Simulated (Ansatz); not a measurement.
Mulliken charges of C3H3F (`FC1C=C1`) from ωB97M-V/def2-TZVPP in Ansatz (PBE0-D4/def2-TZVP geometry).

| atom | x (Å) | y (Å) | z (Å) | charge (e) |
| --- | --- | --- | --- | --- |
| F1 | -1.530 | -0.981 | 0.011 | -0.243 |
| C2 | -0.519 | -0.149 | -0.446 | 0.080 |
| C3 | 0.183 | 0.687 | 0.522 | -0.139 |
| C4 | 0.830 | -0.347 | 0.073 | -0.139 |
| H5 | -0.755 | 0.145 | -1.465 | 0.083 |
| H6 | 0.141 | 1.543 | 1.175 | 0.179 |
| H7 | 1.712 | -0.966 | 0.085 | 0.179 |

**Question.** By hand: the dipole of these point charges (1 e Å = 4.8032 D).

**Answer.** Σ q r = (0.458, 0.295, -0.017) e Å, of length 0.545 e Å = 2.62 D.

**Question.** How does the dipole of the full density compare? (Estimate.)

**Answer.** Ansatz gave: (0.399, 0.259, -0.021) e Å, 2.29 D; the point charges give 1.14 times that, at 1° from its direction.

Point charges leave out the atoms' own dipoles, such as those of lone pairs, and Mulliken's split depends on the basis, so the close match here is no proof of good charges.
